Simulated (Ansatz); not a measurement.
## Bi₂S₃ (Pnma, No. 62)

All values below come from PBEsol in Ansatz (plane waves, PAW).

Run with plane-wave cutoff 520 eV, 4×8×4 k mesh (along the axes of the cell as run), Fermi–Dirac smearing 0.01 eV, scalar-relativistic PAW data made under PBE.

Cell (relaxed at this level):

```
Bi2S3
1.0
   11.17708     0.00000     0.00000
    0.00000     3.96598     0.00000
    0.00000     0.00000    10.94503
Bi S
8 12
Direct
  0.00845   0.25000   0.32443
  0.99155   0.75000   0.67557
  0.49155   0.75000   0.82443
  0.50845   0.25000   0.17557
  0.16547   0.75000   0.03038
  0.83453   0.25000   0.96962
  0.33453   0.25000   0.53038
  0.66547   0.75000   0.46962
  0.45075   0.75000   0.37051
  0.54925   0.25000   0.62949
  0.04925   0.25000   0.87051
  0.95075   0.75000   0.12949
  0.12291   0.75000   0.44350
  0.87709   0.25000   0.55650
  0.37709   0.25000   0.94350
  0.62291   0.75000   0.05650
  0.71754   0.25000   0.30592
  0.28246   0.75000   0.69408
  0.78246   0.75000   0.80592
  0.21754   0.25000   0.19408
```

| Item | Result |
|---|---|
| band gap | 1.21 eV (on the SCF k mesh) |
| Γ–Γ gap | 1.33 eV |

Measured, for comparison: band gap 1.3 eV (temperature not stated, not corrected to a static lattice; as tabulated in Wikipedia's data pages).

Note: the relaxation could not lower the start's symmetry, so the cell can be a saddle point above a distorted one.

Spin–orbit coupling is not included; with these elements it can move the gap by several tenths of an eV or more.

Static lattice: no zero-point or thermal effects.

The result took very roughly 50 core-minutes.

Ansatz is a first-principles code.
